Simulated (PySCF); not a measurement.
# Proton affinity (−ΔH): calculation against experiment

Calculations with PySCF, energy level // structure level as listed; thermal terms at 298.15 K and 1 bar from unscaled harmonic frequencies at the structure level, or from GFN2-xTB where marked †.

| molecule | level | computed / kJ/mol | measured / kJ/mol | difference |
| --- | --- | --- | --- | --- |
| hydrogen chloride, `Cl` (HCl) | PBE0-D3(BJ)/def2-TZVP // PBE0-D3(BJ)/def2-SVP | 566 | 557 | 9 |
| formaldehyde, `C=O` (CH2O) | PBE0-D3(BJ)/def2-TZVP // PBE0-D3(BJ)/def2-SVP | 715 | 713 | 2 |
| methanol, `CO` (CH4O) | ωB97X-D3(BJ)/def2-TZVP // GFN2-xTB† | 761 | 754 | 7 |
| 2-pentanone, `CCCC(C)=O` (C5H10O) | M06-2X/def2-TZVP // B3LYP/6-31G*† | 833 | 833 | 1 |
| `CSc1cccc(N)c1` (C7H9NS) | ωB97X-D3(BJ)/def2-TZVP // PBE0-D3(BJ)/def2-SVP† | 938 | 902 | 36 |
| isopropenyloxytrimethylsilane, `C=C(C)O[Si](C)(C)C` (C6H14OSi) | ωB97X-D3(BJ)/def2-TZVP // PBE0-D3(BJ)/def2-SVP† | 959 | 931 | 28 |

Measured values: NIST Chemistry WebBook, evaluated or the median of agreeing entries. Evaluated proton affinities, basicities and acidities carry uncertainties of about 8 kJ/mol, some more.

3-(methylthio)aniline, isopropenyloxytrimethylsilane: the gap is larger than usual, and may come from another state, site, conformer or species, from the functional or basis, or from an outlying measurement.

Notes. methyl chloride: the best site listed is a halogen, a weak base; protonation of a C–C, C–H or other σ bond isn't listed and may be favoured.

Task: What do calculation (PBE0-D3(BJ)/def2-TZVP // PBE0-D3(BJ)/def2-SVP) and experiment give for `CCl` (CH3Cl)?

Result: Computed 652 kJ/mol, measured 647 kJ/mol.

Differences come from unrounded values, so a last digit can differ from that of the printed terms.
